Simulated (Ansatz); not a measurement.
Cs (bcc, W type): values from a third-order Birch-Murnaghan fit to a volume scan beside measured ones. Computed values: PBE (plane waves to 420 eV, PAW, scalar-relativistic; Ansatz, an electronic-structure program). Cs was relaxed with its symmetry unable to fall.

| quantity | reference | kind |
|---|---|---|
| Lattice constant a (Å) | 6.039 | measured, corrected to the static lattice |
| Bulk modulus B₀ (GPa) | 2.11 | measured, corrected to the static lattice |

References as given in: Gábor I. Csonka, John P. Perdew, Adrienn Ruzsinszky et al., Physical Review B (2009), arXiv:0903.4037; H. Levämäki, M. P. J. Punkkinen, K. Kokko et al., Physical Review B (2014), arXiv:1402.3671.

What does PBE give, and how far is that from the reference?


```csv
quantity,PBE,difference
Lattice constant a (Å),6.156,+1.9 %
Bulk modulus B₀ (GPa),2.0,-6.9 %
```

PBE overestimates the lattice constant a by 1.9 %. For the bulk modulus B₀ it lies within 11.1 % of the reference.

(A scan under strain: stresses follow from slopes of the energy per volume, elastic moduli from its curvatures.)
